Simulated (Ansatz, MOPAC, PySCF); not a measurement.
Energy of full hydrogenation, enthalpy at 298 K: 6 cases among boron compounds, in kcal/mol, species as SMILES. Each species takes up H2 until only one-heavy-atom hydrides (CH4, NH3, H2O, HF, SiH4 and the like) are left. Terms: non-relativistic; frozen cores in correlated levels; no spin-orbit coupling; dispersion terms only where a functional's name holds one; LANL2DZ with its own core potentials from Na on; 6-31G* and kin with 6d, 5d where marked. CBS marks a two-point X^-3 extrapolation of the correlation energy; Hartree-Fock from the larger set. [CCSD(T)-MP2]/basis is that difference in the basis named. First-principles rows: single points at B3LYP-D3(BJ) geometries (Ansatz, a first-principles code), with unscaled harmonic terms from B3LYP/6-31G* (Ansatz) at its own minima. Semi-empirical rows: MOPAC heats of formation at their own minima for 298 K.

Coupled cluster (Ansatz) is a level with limits of its own, used here on species with T1 under 0.025 (0.045 for open shells) and stable references: (a) RI-MP2/CBS(aug-cc-pV(T+d)Z,aug-cc-pV(Q+d)Z)+[CCSD(T)-MP2]/aug-cc-pV(T+d)Z; (b) CCSD(T)/CBS(cc-pV(T+d)Z,cc-pV(Q+d)Z).

```tsv
species	atoms	coupled cluster	difference of PM3 (MOPAC)	difference of HF/LANL2DZ (Ansatz)	difference of PBE/LANL2DZ (Ansatz)	difference of B3PW91/6-31G* (5d) (PySCF)	difference of r2SCAN-D4/def2-TZVPD (Ansatz + dftd4)	difference of wB97M-V/def2-TZVPD (Ansatz)
C#CB(Cl)Cl [dichloro(ethynyl)borane]	6	-43.3 (b)	114.7	-25.7	-4.0	-4.4	2.3	-2.2
BOB	7	57.5 (a)	70.6	-9.4	10.7	12.8	5.5	1.6
CB(C)Cl [chloro(dimethyl)borane]	10	21.0 (b)	65.5	-12.1	4.1	-0.4	4.4	0.8
CB(C)O	11	30.7 (b)	75.3	-15.9	3.3	1.8	3.8	0.6
CNB(O)O [methylaminoboronic acid]	11	58.6 (b)	90.1	-14.3	10.5	12.0	4.8	0.2
CNB(C)C	15	7.6 (b)	94.5	-18.6	3.8	-1.2	3.4	0.6
```

```
level                                  cases  mean signed difference  mean absolute difference  median absolute difference  largest absolute difference
-------------------------------------  -----  ----------------------  ------------------------  --------------------------  ---------------------------
PM3 (MOPAC)                                6                   85.12                     85.12                       82.70                        114.7
HF/LANL2DZ (Ansatz)                        6                  -16.00                     16.00                       15.10                         25.7
PBE/LANL2DZ (Ansatz)                       6                    4.73                      6.07                        4.05                         10.7
B3PW91/6-31G* (5d) (PySCF)                 6                    3.43                      5.43                        3.10                         12.8
r2SCAN-D4/def2-TZVPD (Ansatz + dftd4)      6                    4.03                      4.03                        4.10                          5.5
wB97M-V/def2-TZVPD (Ansatz)                6                    0.27                      1.00                        0.70                          2.2
```

PM3 lies above in 6 of 6 cases and within 2 kcal/mol in 0; mean signed difference 85.12 kcal/mol, mean absolute 85.12 kcal/mol (83.60 over the 3 cases of up to 10 atoms, 86.63 over the larger). These figures hold for the species listed.

How the rows were picked: cases drawn at random among the computed members of the class with clean coupled-cluster diagnostics. The batch they came from held 16 cases of this property in the class: 0 with a tabulated value, 15 with clean coupled cluster alone, 1 with neither, which enter no statistics. The levels are drawn from those run on every case listed, the commonest habits more often. No case is left out for the size of its miss. Left out are saddle points of the reference geometry, anions that the best level run finds unbound, excited spin states, species near biochemistry, 298 K rows of species without real B3LYP wavenumbers, cases with under five habitual levels, runs that failed or that the program found above a lower state of the same kind, table entries that another table contradicts, and a share of species set aside by lot.
